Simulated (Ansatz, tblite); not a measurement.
# The cluster Mo2N2: rung by rung

How do method and basis change the picture of the cluster Mo2N2 (singlet)?

Method: as each input shows; program: Ansatz 0.2.0, Gaussian basis.

Levels to be run: GFN1-xTB, GFN2-xTB, PBE-D4/def2-TZVP, r2SCAN-D4/def2-TZVP, BLYP-D4/def2-TZVP, HF/def2-TZVP, B3LYP-D4/def2-TZVP, r2SCAN0-D4/def2-TZVP, B2PLYP/def2-TZVP, PBE-D4/def2-SVP, PBE0-D4/def2-SVP, PBE0-D4/def2-TZVPD, PBE-D4/def2-TZVPD, r2SCAN-D4/def2-TZVPD, CCSD(T)/def2-TZVPP, MP2/def2-TZVP, RPA/def2-TZVP.

3 further runs of the same task are left out: 3 set aside as unsound or not needed. Runs told in other sessions of the task aren't counted.

**1. The geometry**

The singlet was relaxed beforehand with PBE-D4/def2-TZVP. At that level it is the lowest of the isomers that a small search found.

4 atoms, charge 0, spin multiplicity 1.

Bond lengths: Mo1–Mo2 2.243 Å, Mo1–N4 1.663 Å, Mo2–N3 1.663 Å. Angles: Mo2–Mo1–N4 88.8°, Mo1–Mo2–N3 88.8°.

Geometry (Å):

```mol
Mo2N2
  3D, bonds by distance, orders not assigned

  4  3  0  0  0  0  0  0  0  0999 V2000
    0.1501   -0.7004    0.8631 Mo  0  0
   -0.1501    0.7005   -0.8633 Mo  0  0
    1.3361    0.2396   -1.4502 N   0  0
   -1.3361   -0.2398    1.4504 N   0  0
  1  2  8  0
  1  4  8  0
  2  3  8  0
M  END
```

Mo takes a core potential in the def2 sets. No spin-orbit coupling is included.

PBE0-D4/def2-TZVP was run before; its log isn't repeated, and its numbers join the tables.

**2. GFN1-xTB**

Tight binding, by tblite at 300 K electronic temperature and without a spin-polarisation term:

```python
tblite.interface.Calculator('GFN1-xTB', numbers, positions, charge=0, uhf=0).singlepoint()
```

Energy -281.9620 eV, HOMO -10.70 eV, LUMO -10.50 eV; 0.003 s.

**3. GFN2-xTB**

Tight binding, by tblite at 300 K electronic temperature and without a spin-polarisation term:

```python
tblite.interface.Calculator('GFN2-xTB', numbers, positions, charge=0, uhf=0).singlepoint()
```

Energy -263.7235 eV, HOMO -9.28 eV, LUMO -9.20 eV; 0.004 s.

**4. PBE-D4/def2-TZVP**

start.molden holds the orbitals of an earlier run on this state, given as this run's starting guess.

The input, in.yaml:

```yaml
crystal:
  periodic: [false, false, false]
  atoms:
    - {symbol: Mo, position_ang: [0.150079, -0.700351, 0.863144]}
    - {symbol: Mo, position_ang: [-0.150099, 0.700493, -0.863296]}
    - {symbol: N, position_ang: [1.336081, 0.239624, -1.450221]}
    - {symbol: N, position_ang: [-1.336071, -0.239766, 1.450363]}
basis:
  gaussian: {orbitals: def2-TZVP, initial_orbitals: start.molden}
hamiltonian: {xc: pbe, dispersion: d4}
scf: {omitted_lower_state_checks: [starts]}
output: {orbitals: {seedname: orbitals}}
```

Run with:

```sh
ansatz run in.yaml --threads 4 --pin off --events-out ev --progress --plain --max-ram 3916MiB
```

The runs that follow: r2SCAN-D4/def2-TZVP; BLYP-D4/def2-TZVP; HF/def2-TZVP; B3LYP-D4/def2-TZVP; r2SCAN0-D4/def2-TZVP; B2PLYP/def2-TZVP; PBE-D4/def2-SVP; PBE0-D4/def2-SVP; PBE0-D4/def2-TZVPD; PBE-D4/def2-TZVPD; r2SCAN-D4/def2-TZVPD; CCSD(T)/def2-TZVPP; MP2/def2-TZVP; RPA/def2-TZVP.

Q: Predict the results of all the runs planned. Wanted: gap in def2-TZVP, named functionals and Hartree-Fock, smallest and largest; correlation energy, CCSD(T)/def2-TZVPP; correlation energy, MP2/def2-TZVP; binding an atom, functionals in def2-TZVP; PBE0 total energy, smallest basis above largest.

**Answer**, as computed:

```
                                                                  quantity                                   value
gap in def2-TZVP, named functionals and Hartree-Fock, smallest and largest         1.05 eV (BLYP-D4), 6.14 eV (HF)
                                    correlation energy, CCSD(T)/def2-TZVPP                               -44.35 eV
                                         correlation energy, MP2/def2-TZVP                               -39.83 eV
                                 binding an atom, functionals in def2-TZVP  2.32 (r2SCAN0-D4) to 3.96 eV (BLYP-D4)
                           PBE0 total energy, smallest basis above largest          4.74 eV (def2-SVP, def2-TZVPD)
```

What this shows: Over the named functionals and Hartree-Fock in def2-TZVP the gap runs from 1.05 eV (BLYP-D4) to 6.14 eV (HF); exact exchange widens it. Notes on CCSD(T)/def2-TZVPP: state flagged by the program.
